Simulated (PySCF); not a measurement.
# How methods differ on the ionisation energy of Al

Al [Ne] 3s2 3p1 (2P) → Al⁺ [Ne] 3s2 (1S), as a difference of total energies. Calculation: PySCF 2.14, in aug-cc-pwCVDZ; the non-relativistic Hamiltonian (point nucleus). Correlated levels: nothing frozen. The calculations carry no spin-orbit coupling.

```json
{"method": "UHF", "ionisation energy (eV)": "5.597", "error (eV)": "-0.380"}
{"method": "MP2 (all electrons)", "ionisation energy (eV)": "5.726", "error (eV)": "-0.251"}
{"method": "SCS-MP2 (all electrons)", "ionisation energy (eV)": "5.710", "error (eV)": "-0.267"}
{"method": "CCSD (all electrons)", "ionisation energy (eV)": "5.828", "error (eV)": "-0.149"}
{"method": "CCSD(T) (all electrons)", "ionisation energy (eV)": "5.847", "error (eV)": "-0.130"}
```

Reference: 5.977 eV (measured; NIST levels, between the centres of gravity of the two terms).

Errors of the correlated levels include the incompleteness of this basis.
